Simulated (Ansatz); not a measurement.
# Reading a saddle point

A first-order saddle point of AlNH$_{8}$O, singlet, PBE0-D4/def2-TZVP, with one imaginary mode of 1101i cm⁻¹:

Al1  (-0.444, -1.246, -0.268)
H2  (1.082, -1.051, 0.623)
H3  (0.005, -2.088, -1.538)
H4  (-1.421, -1.795, 0.861)
H5  (0.307, 1.146, 0.072)
N6  (-0.781, 0.585, -0.642)
H7  (1.217, -0.111, 0.686)
O8  (1.277, 1.200, 0.628)
H9  (-0.715, 0.849, -1.619)
H10  (-1.672, 0.927, -0.303)
H11  (1.145, 1.584, 1.500)
(Å)

Program: Ansatz 0.2.0. Basis: def2-TZVPP and def2-QZVPP. Cores are frozen in the correlated methods. Extrapolation: Hartree–Fock as exp(−7.88 √X), correlation as X^−2.97.

Q: Which contacts change along the imaginary mode, and what lies on either side? (A judgement: the text doesn't fix the answer.)

A: By the calculation: The step is AlH₃ + H₂O + NH₃ → AlNH₄ ([NH2][AlH2]) + H₂O + H₂, with the molecules in contact on both sides. Shortening one way: Al1–N6, H2–H7, H5–O8; lengthening the same way: Al1–H2, H5–N6, H7–O8.
```tsv
pair	one side (Å)	saddle (Å)	other side (Å)
Al1–N6	2.03	1.90	1.80
H2–H7	1.76	0.95	0.76
H5–O8	1.93	1.12	0.98
Al1–H2	1.62	1.78	2.21
H5–N6	1.03	1.42	1.95
H7–O8	0.97	1.31	2.16
```

Q: Which side is lower, and how far does the saddle lie above each? (An estimate is asked for; the value comes from the calculation.)

A: Computed: The side with Al1–H2, H5–N6, H7–O8 short is lower by 14.00 kcal/mol; the saddle lies 28.27 kcal/mol above it and 14.28 kcal/mol above the other (CCSD(T) at an estimated basis limit (MP2 extrapolated from triple and quadruple zeta, plus CCSD(T) − MP2 in triple zeta); electronic energies).

The T1 diagnostic stays at or below 0.011.

The step is the kind of exchange with an N–H group that builds nitride films in atomic layer and chemical vapour deposition.

Labels in which every atom is bracketed show which atoms are joined, not bond orders.

For scale, one of the runs: CCSD(T)/def2-TZVPP, 216 basis functions, launched by `ansatz run in.yaml --threads 4 --pin off --events-out ev --progress --plain --max-ram 9574MiB`. Time: 24 s of wall clock on 4 CPU threads of an Intel Xeon Platinum 8375C; the host was shared. Peak host memory: 3.2 GiB.
